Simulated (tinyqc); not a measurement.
ROHF in the sto-6g basis, for LiH+, spin multiplicity 2, step by step. One step of it, computed by the program tinyqc.

Question. Iteration 1: Roothaan effective Fock matrix. With projectors Pc = D(beta) S, Po = (D(alpha) - D(beta)) S, Pv = 1 - D(alpha) S, the block xy is Px^T F Py; with Fc = (F(alpha) + F(beta))/2, the blocks are Fc for cc, oo, vv and cv, F(beta) for co and F(alpha) for ov.

F(alpha) (hartree), order 1Li 1s, 1Li 2s, 1Li 2px, 1Li 2py, 1Li 2pz, 2H 1s:
$$\begin{pmatrix}
-2.751545 & -0.689289 & 0.000000 & 0.000000 & -0.011644 & -0.252544 \\
-0.689289 & -0.464278 & 0.000000 & 0.000000 & -0.176637 & -0.462128 \\
0.000000 & 0.000000 & -0.105661 & 0.000000 & 0.000000 & 0.000000 \\
0.000000 & 0.000000 & 0.000000 & -0.105661 & 0.000000 & 0.000000 \\
-0.011644 & -0.176637 & 0.000000 & 0.000000 & -0.326668 & -0.526516 \\
-0.252544 & -0.462128 & 0.000000 & 0.000000 & -0.526516 & -0.796940
\end{pmatrix}$$

F(beta) (hartree), order 1Li 1s, 1Li 2s, 1Li 2px, 1Li 2py, 1Li 2pz, 2H 1s:
$$\begin{pmatrix}
-2.745833 & -0.682676 & 0.000000 & 0.000000 & -0.003863 & -0.239132 \\
-0.682676 & -0.348996 & 0.000000 & 0.000000 & -0.029437 & -0.215401 \\
0.000000 & 0.000000 & -0.090163 & 0.000000 & 0.000000 & 0.000000 \\
0.000000 & 0.000000 & 0.000000 & -0.090163 & 0.000000 & 0.000000 \\
-0.003863 & -0.029437 & 0.000000 & 0.000000 & -0.133526 & -0.193192 \\
-0.239132 & -0.215401 & 0.000000 & 0.000000 & -0.193192 & -0.156081
\end{pmatrix}$$

D(alpha) at the start, order 1Li 1s, 1Li 2s, 1Li 2px, 1Li 2py, 1Li 2pz, 2H 1s:
$$\begin{pmatrix}
1.025717 & -0.061627 & 0.000000 & 0.000000 & -0.026635 & -0.072069 \\
-0.061627 & 0.067482 & 0.000000 & 0.000000 & 0.070446 & 0.184264 \\
0.000000 & 0.000000 & 0.000000 & 0.000000 & 0.000000 & 0.000000 \\
0.000000 & 0.000000 & 0.000000 & 0.000000 & 0.000000 & 0.000000 \\
-0.026635 & 0.070446 & 0.000000 & 0.000000 & 0.075006 & 0.196099 \\
-0.072069 & 0.184264 & 0.000000 & 0.000000 & 0.196099 & 0.512692
\end{pmatrix}$$

D(beta) at the start, order 1Li 1s, 1Li 2s, 1Li 2px, 1Li 2py, 1Li 2pz, 2H 1s:
$$\begin{pmatrix}
1.014494 & -0.034345 & 0.000000 & 0.000000 & 0.002378 & 0.003784 \\
-0.034345 & 0.001163 & 0.000000 & 0.000000 & -0.000080 & -0.000128 \\
0.000000 & 0.000000 & 0.000000 & 0.000000 & 0.000000 & 0.000000 \\
0.000000 & 0.000000 & 0.000000 & 0.000000 & 0.000000 & 0.000000 \\
0.002378 & -0.000080 & 0.000000 & 0.000000 & 0.000006 & 0.000009 \\
0.003784 & -0.000128 & 0.000000 & 0.000000 & 0.000009 & 0.000014
\end{pmatrix}$$

overlap S, order 1Li 1s, 1Li 2s, 1Li 2px, 1Li 2py, 1Li 2pz, 2H 1s:
$$\begin{pmatrix}
1.000000 & 0.235742 & 0.000000 & 0.000000 & 0.000000 & 0.081168 \\
0.235742 & 1.000000 & 0.000000 & 0.000000 & 0.000000 & 0.417293 \\
0.000000 & 0.000000 & 1.000000 & 0.000000 & 0.000000 & 0.000000 \\
0.000000 & 0.000000 & 0.000000 & 1.000000 & 0.000000 & 0.000000 \\
0.000000 & 0.000000 & 0.000000 & 0.000000 & 1.000000 & 0.525434 \\
0.081168 & 0.417293 & 0.000000 & 0.000000 & 0.525434 & 1.000000
\end{pmatrix}$$

Give: effective F.

Answer.

effective F (hartree), order 1Li 1s, 1Li 2s, 1Li 2px, 1Li 2py, 1Li 2pz, 2H 1s:
$$\begin{pmatrix}
-2.7486 & -0.6829 & 0.0000 & 0.0000 & -0.0041 & -0.2413 \\
-0.6829 & -0.3690 & 0.0000 & 0.0000 & -0.0653 & -0.3168 \\
0.0000 & 0.0000 & -0.0979 & 0.0000 & 0.0000 & 0.0000 \\
0.0000 & 0.0000 & 0.0000 & -0.0979 & 0.0000 & 0.0000 \\
-0.0041 & -0.0653 & 0.0000 & 0.0000 & -0.1942 & -0.3481 \\
-0.2413 & -0.3168 & 0.0000 & 0.0000 & -0.3481 & -0.5198
\end{pmatrix}$$
